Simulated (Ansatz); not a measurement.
Worked example: correlation energy of Si–CH2, singlet

Geometry: a PBE0/def2-TZVP stationary point for this spin, not checked as a minimum.

```yaml
atoms:
  - { symbol: Si, position_ang: [0.0000, 0.0000, 0.5957] }
  - { symbol: C, position_ang: [0.0000, 0.0000, -1.1063] }
  - { symbol: H, position_ang: [0.0000, -0.9093, -1.7078] }
  - { symbol: H, position_ang: [0.0000, 0.9093, -1.7078] }
```

Basis 6-31G; Ansatz 0.2.0. Correlated methods freeze the noble-gas cores, which leaves 10 electrons in 20 orbitals. R marks a restricted (for open shells ROHF) determinant.

Full CI is exact within this basis and frozen core; it isn't the basis-set limit.

Runs differ by some tens of microhartree through their thresholds, so steps under 0.03 kcal/mol mean nothing.

| level | total energy (hartree) |
| --- | --- |
| RHF | -327.822567 |
| RMP2 | -327.960867 |
| RCCSD | -327.982600 |
| RCCSD(T) | -327.987499 |
| RCCSDT | -327.987959 |
| RCCSDT(Q) | -327.988473 |
| RCCSDTQ | -327.988466 |
| full CI | -327.988520 |

Task: What is the correlation energy at full CI, and what share of it do RMP2 and RCCSD(T) recover?

Result: E(corr) = -327.988520 − (-327.822567) = -0.165953 hartree = -4.516 eV. RMP2: -0.138300 / -0.165953 = 83.34 %. RCCSD(T): -0.164932 / -0.165953 = 99.38 %.

Task: By how many kcal/mol does RCCSD(T) miss full CI (1 hartree = 627.509 kcal/mol), and which steps make up the rest?

Result: -327.987499 − (-327.988520) = 0.001021 hartree = 0.64 kcal/mol. Steps: RCCSDT − RCCSD(T) = -0.29, RCCSDT(Q) − RCCSDT = -0.32, RCCSDTQ − RCCSDT(Q) = 0.00, full CI − RCCSDTQ = -0.03 kcal/mol. That is within 1 kcal/mol of the reference in this basis, which itself misses far more of the correlation at the basis-set limit.
